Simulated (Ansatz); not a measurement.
Potential energy curve for SMILES O (H2O). The O1–H3 bond (O1 also carries H; H3 carries nothing else) is varied alone, starting from the PBE0/def2-TZVP optimised geometry.

Computed with full CI/cc-pVDZ, frozen core run with Ansatz (a quantum-chemistry and plane-wave program).

**Question.** Relative to R = 0.96 Å, what are the energies at R = 0.86, 0.93, 1.71, 2.38 Å?

**Answer.** 36.1 kJ/mol at 0.86 Å, 3.3 kJ/mol at 0.93 Å, 340.3 kJ/mol at 1.71 Å, 459.8 kJ/mol at 2.38 Å.
